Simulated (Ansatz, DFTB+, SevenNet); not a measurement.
# Double-hcp La, c axis length

Reference value: 12.171 Å (measured, 293 K, no zero-point or thermal correction; as tabulated in Wikipedia's data pages).

| level (code) | value (Å) | difference (%) |
|---|---|---|
| GFN1-xTB as cut by DFTB+ | 16.955 | +39 |
| SevenNet-l3i5 | 12.229 | +0.48 |
| LDA (Ansatz) | 11.522 | -5.33 |
| PBE (Ansatz) | 12.086 | -0.70 |
| rVV10 (Ansatz) | 12.167 | -0.03 |
| r²SCAN+rVV10 (Ansatz) | 11.929 | -1.99 |
| PBE0 (Ansatz) | 12.176 | +0.04 |

Leaving aside GFN1-xTB as cut by DFTB+ (doubt noted below): The reference is not for a static lattice or low temperature, so close values are not ranked against it. Off by more than 1.75 %, or 2.45 % on the side where a correction would as a rule narrow the miss (bounds picked here): LDA (-5.33 %).

The reference isn't brought to a static lattice, while the calculations are for one, so the differences are not the levels' errors alone.  GFN1-xTB as cut by DFTB+: the cell has another shape than the first-principles one, perhaps another minimum in the same group. GFN1-xTB as cut by DFTB+: the cell moved over 20 % in volume from its start. GFN1-xTB as cut by DFTB+: the method was fitted mainly to molecules. GFN1-xTB as cut by DFTB+: codes differ in how they cut the long-range tail of xTB's charge interaction in a crystal, so the value belongs to this code. Cutoffs and k meshes differ between the levels. Ansatz's density-functional and Hartree–Fock values are scalar-relativistic unless marked +SOC, with PAW data made under PBE.

Machine-learned potentials (SevenNet-l3i5) are trained on DFT data: a solid inside that data is no test of them.

Differences are worked out from the printed values.

Ansatz is an electronic-structure program.
